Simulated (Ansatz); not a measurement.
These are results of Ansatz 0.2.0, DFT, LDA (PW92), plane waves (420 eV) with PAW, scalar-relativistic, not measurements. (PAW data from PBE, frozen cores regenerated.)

An element in the bcc structure gives this curve. The cell is scaled uniformly from the relaxed one, with fractional coordinates and shape fixed. Energies are extrapolated to zero smearing, pressures are those at the given smearing. Magnetic state: spin not included.

```json
{"V (Å³/atom)": "29.390", "E − E₀ (meV/atom)": "15.7", "P (GPa)": "1.45"}
{"V (Å³/atom)": "30.726", "E − E₀ (meV/atom)": "6.3", "P (GPa)": "0.86"}
{"V (Å³/atom)": "32.062", "E − E₀ (meV/atom)": "1.3", "P (GPa)": "0.38"}
{"V (Å³/atom)": "33.398", "E − E₀ (meV/atom)": "0.0", "P (GPa)": "-0.02"}
{"V (Å³/atom)": "34.734", "E − E₀ (meV/atom)": "1.7", "P (GPa)": "-0.34"}
{"V (Å³/atom)": "36.070", "E − E₀ (meV/atom)": "5.9", "P (GPa)": "-0.62"}
{"V (Å³/atom)": "37.406", "E − E₀ (meV/atom)": "12.2", "P (GPa)": "-0.84"}
```

Question: Which element is it?
A. calcium
B. ytterbium
C. sodium
D. lead

Answer: C. Its fit is V₀ = 33.27 Å³/atom, B₀ = 9.2 GPa, B₀′ = 3.7.
